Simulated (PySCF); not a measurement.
**Working out the ionisation energy of N**

N [He] 2s2 2p3 (4S) → N+ [He] 2s2 2p2 (3P). Computed with PySCF 2.14 in aug-cc-pVDZ (4s3p2d, 23 functions), with the non-relativistic Hamiltonian (point nucleus). Frozen: 1s2. Energies in hartree (1 hartree = 27.21139 eV):

```csv
part,N (lower),N+ (upper)
UHF,-54.393183,-53.881265
CCSD correlation,-0.092524,-0.077235
(T),-0.001274,-0.000872
```

Task: What does Hartree-Fock give?

Result: (-53.881265) − (-54.393183) = 0.511918 hartree = 13.930 eV.

Task: What do CCSD and CCSD(T) give?

Result: The CCSD correlation energies differ by 0.015289 hartree = 0.416 eV and the triples by 0.000402 hartree = 0.011 eV, so CCSD gives 14.346 eV and CCSD(T) 14.357 eV.

Measured between the centres of the two terms (NIST): 14.545 eV, so CCSD(T) (valence) is off by -0.188 eV.

A double-zeta basis recovers only part of the correlation energy.

What remains against the reference includes basis incompleteness, the frozen core and higher excitations.
